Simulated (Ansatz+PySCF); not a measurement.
Values are calculated unless marked as measured or tabulated.
## PySCF 2.14.0 run

```python
from pyscf import gto, scf

mol = gto.M(atom="""
O 0.000000 0.000000 -2.138890
O 0.000000 0.000000 2.138890
Li 30.000000 0.000000 -0.399460
H 30.000000 0.000000 1.198380
""", basis='6-31g', charge=0, spin=2)
mf = scf.UHF(mol)
mf.kernel()
print(mf.converged, mf.e_tot, mf.spin_square()[0])
```

The script is written out from the run's settings.

Output:

```json
{
 "Converged": "yes",
 "Total energy": "-157.49663 hartree",
 "Spin squared of the determinant": "3.003",
 "Cycles": "13"
}
```

Caution: the unrestricted determinant is a mixture of spin states.
